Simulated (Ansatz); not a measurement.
For LiTaO₃ (R3c, No. 161), LDA in Ansatz (plane waves, PAW) gives:

equilibrium lattice constant a: 5.074 Å
c axis length: 13.660 Å

Question: What does PBE-D3(BJ) in Ansatz (plane waves, PAW) give for the same quantities?

Answer: 
- lattice constant a: 5.138 Å (increases by 1.3 %)
- lattice parameter c: 13.831 Å (goes up by 1.3 %)

Changes are worked out from the printed values.

Unless a cell is named, each level is at its own relaxed cell (LDA 10.15, PBE-D3(BJ) 10.54 Å³/atom).

Levels without +SOC leave out spin–orbit coupling, which shifts energies and cells of such heavy elements.

Ansatz's density-functional and Hartree–Fock values are scalar-relativistic unless marked +SOC, with PAW data made under PBE.

Ansatz is an electronic-structure program.
